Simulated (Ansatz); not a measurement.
Double-hcp Nd

Calculation: PBE-D3(BJ) (Ansatz, a program for electronic structure, plane waves, PAW).

Settings: plane-wave cutoff 500 eV, 24×24×6 k mesh (along the axes of the cell as run), Fermi–Dirac smearing 0.1 eV, spin-polarised with parallel moments, scalar-relativistic PAW data made under PBE.

Cell (relaxed at this level):

```
Nd
1.0
    1.76881    -3.06367     0.00000
    1.76881     3.06367     0.00000
    0.00000     0.00000    11.31854
Nd
4
Direct
  0.00000   0.00000   0.00000
  0.00000   0.00000   0.50000
  0.33333   0.66667   0.25000
  0.66667   0.33333   0.75000
```

```
Property  Result
--------  ------
band gap    none
```

Note: the magnetic order was assumed, not searched for or taken from measurement; the 4f shell is treated without U or exact exchange, so its levels and filling can be wrong; the volume lies 10 % below that of the published cell.

Spin–orbit coupling is not included.
